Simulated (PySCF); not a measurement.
Method: B3LYP-D3(BJ)/def2-TZVP (PySCF). Gas-phase values, no solvent. B3LYP has the VWN-RPA correlation part, as in Gaussian. Delta-SCF ions had no search for a lower state. Excitations are Tamm–Dancoff values on a coarser integration grid. The basis has no diffuse functions, so Rydberg states are missing or too high.

Reference species (SMILES): `C=O` (neutral, multiplicity 1).

| Quantity | Result |
|---|---|
| T1 excitation (TDA) | 3.36 eV |
| S1 excitation (TDA) | 4.04 eV |
| vertical ionisation energy (Delta-SCF) | 10.87 eV |
| HOMO | -7.61 eV |

Changed species: `NC=O` (X = amino; the reference has X = H).

**Question.** What does the change do to the T1 excitation (TDA), S1 excitation (TDA), vertical ionisation energy (Delta-SCF) and HOMO?

**Answer.** the T1 excitation (TDA) increases by 1.81 eV, to 5.17 eV; the S1 excitation (TDA) increases by 1.67 eV, to 5.71 eV; the vertical ionisation energy (Delta-SCF) falls by 0.57 eV, to 10.30 eV; the HOMO rises by 0.25 eV, to -7.36 eV.
